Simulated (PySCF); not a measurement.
SMILES CS, CAM-B3LYP/def2-SVP optimised geometry.

```
6

C      0.79    -0.14     0.00
S     -1.03    -0.14     0.00
H      1.20     0.34     0.90
H      1.10    -1.20     0.00
H      1.20     0.34    -0.90
H     -1.20     1.20     0.00
```

Density from CAM-B3LYP/def2-TZVP in PySCF 2.14.0 at that geometry.

Minimum of the electron density along straight lines between bonded atoms, close to the bond critical point (lines longer than 1.1 times the sum of covalent radii, or with two minima, are not listed):

```csv
bond,length / Å,ρ at the minimum / e bohr⁻³,∇²ρ there / e bohr⁻⁵,position (fraction from the first atom)
C1–S2,1.816,0.181,-0.31,0.47
C1–H3,1.098,0.277,-0.95,0.65
C1–H4,1.098,0.276,-0.94,0.65
C1–H5,1.098,0.277,-0.95,0.65
S2–H6,1.348,0.215,-0.63,0.64
```
